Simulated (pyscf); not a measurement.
HO–GeH₂–GeH₃ + H₂ → H₃Ge–GeH₃ + H₂O, a four-centre exchange (singlet surface; Ge–O, H–H broken, Ge–H, H–O formed). Single points on ωB97X-D3(BJ)/def2-SVP structures (PySCF, gas phase). Energies in kcal/mol from the separated reactants.

Small-basis levels: PySCF, no dispersion term, spherical d functions. AM1 to PM7: differences of heats of formation from MOPAC. GFN2-xTB: tblite. Cost: rough CPU time at the saddle relative to B3LYP/6-31G*+LANL2DZ, from one job on a shared machine.

```
level                    barrier  reaction energy        cost
-----------------------  -------  ---------------  ----------
HF/6-31G*+LANL2DZ           63.9             -1.0         0.1
B3LYP/STO-3G                52.6             +5.1           1
B3LYP/3-21G                 43.5            +20.9           2
B3LYP/LANL2DZ               44.8             +2.9           1
B3LYP/6-311+G**+LANL2DZ     44.1             -5.8           2
PBE/def2-SVP                34.4             +0.2           5
B3LYP/def2-SVP              42.0              0.0           3
GFN2-xTB                    40.2             +6.3  under 0.02
PM6                         72.3            +18.8  under 0.02
ωB97M-D3(BJ)/def2-TZVP      44.2             -0.9           –
```

Against the last row the barrier runs from -9.9 (PBE/def2-SVP) to +28.1 kcal/mol (PM6). ωB97M-D3(BJ)/def2-TZVP has limits of its own. At the saddle there is also a short Ge–H contact that neither side keeps. This is the saddle that the search found; another between the same sides may lie lower. In the def2 sets elements up to Kr have no core potential.
